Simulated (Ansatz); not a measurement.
# C3H4FO: the cost of one run

Program: the Python package of Ansatz 0.2.0. Level of theory: B3LYP/cc-pVDZ. These are calculated values, not measurements.

## (1) The system

Bond lengths: O1–C2 1.221 Å, C2–C3 1.499 Å, C3–C4 1.524 Å, C4–F5 1.384 Å, C2–H6 1.085 Å, C3–H7 1.111 Å, C3–H8 1.111 Å, C4–H9 1.111 Å. Angles: O1–C2–C3 120.5°, O1–C2–H6 119.6°, C3–C2–H6 119.9°, C2–C3–C4 111.4°, C2–C3–H7 109.4°, C2–C3–H8 109.4°, C4–C3–H7 109.3°, C4–C3–H8 109.0°, H7–C3–H8 108.2°, C3–C4–F5 110.6°, C3–C4–H9 111.0°, F5–C4–H9 110.0°.

No structure file is read: the coordinates are typed or built in the script.

## (2) The code

Input file c3h4fo_opt.py:

```python
import argparse
import itertools
import warnings

import ansatz
from ase.data import atomic_numbers, covalent_radii
import numpy as np

parser = argparse.ArgumentParser(description="Relax the C3H4FO molecule.")
parser.add_argument("--basis-set", required=True, help="Gaussian basis set")
parser.add_argument("--xc", default="b3lyp", help="exchange-correlation functional")
args = parser.parse_args()


def main() -> None:
    warnings.simplefilter("ignore", ansatz.DeckWarning)

    system = (
        ansatz.Crystal.molecule()
        .atom("O", [-1.248, -1.3866, -0.5288])
        .atom("C", [-1.098, -0.3737, 0.1361])
        .atom("C", [-0.0377, 0.623, -0.2249])
        .atom("C", [1.3581, 0.0325, -0.0618])
        .atom("F", [1.5887, -0.3146, 1.2578])
        .atom("H", [-1.7477, -0.1896, 0.9856])
        .atom("H", [-0.1789, 0.9482, -1.2774])
        .atom("H", [-0.1314, 1.515, 0.4302])
        .atom("H", [1.4949, -0.8544, -0.7167])
    )

    model = (
        system.calculation()
        .basis(gaussian=args.basis_set)
        .functional(args.xc)
        .spin("collinear", total=1)
    )
    symbols = [site.symbol for site in system.cartesian_sites]
    start = np.array([site.position_ang for site in system.cartesian_sites], dtype=float)
    def progress(event):
        if event["event"] == "relax_step":
            row = event["data"]
            print(f"step {row['step']:3d}  E = {row['lagrangian_ev']:.6f} eV  largest force component {row['allowed_force_max_ev_ang']:.4f} eV/A")


    r = model.relax(force_tolerance=0.005, max_steps=100).session().plan().execute(on_event=progress).report
    end = np.array(r["positions_ang"])

    for key in ("converged", "free_energy_ev", "reference_energy_ev", "n_frozen", "n_occupied", "n_virtual"):
        print(f"{key:22s} {r[key]}")

    radius = [covalent_radii[atomic_numbers[s]] for s in symbols]
    span = lambda where, i, j: np.linalg.norm(where[i] - where[j])
    bonded = [(i, j) for i, j in itertools.combinations(range(len(symbols)), 2) if min(span(start, i, j), span(end, i, j)) < 1.2 * (radius[i] + radius[j])]
    print("pair        before    after (A)")
    for i, j in bonded:
        print(f"{symbols[i]}{i}-{symbols[j]}{j}".ljust(10), f"{span(start, i, j):8.4f} {span(end, i, j):8.4f}")

    charges = r["charge_distribution"]
    dipole = np.array(charges["dipole_moment_e_ang"]) * 4.803205
    print("dipole (D): {:.3f} {:.3f} {:.3f}, length {:.3f}".format(*dipole, np.linalg.norm(dipole)))
    print("atom  Mulliken   Lowdin")
    for symbol, m, l in zip(symbols, charges["mulliken_charges_e"], charges["lowdin_charges_e"]):
        print(f"{symbol:4s} {m:9.3f} {l:8.3f}")
    with open("c3h4fo_opt.xyz", "w") as handle:
        handle.write(f"{len(symbols)}\nrelaxed C3H4FO\n")
        handle.writelines(f"{s:2s} {x:11.6f} {y:11.6f} {z:11.6f}\n" for s, (x, y, z) in zip(symbols, end))


if __name__ == "__main__":
    main()
```

## (3) Launch

The run is started by

```bash
> python c3h4fo_opt.py --basis-set cc-pVDZ
```

Q: Estimate wall time and peak memory on 1 thread of Arm Neoverse V2, shared host.

About 2.1 min, with a peak of 0.3 GiB.
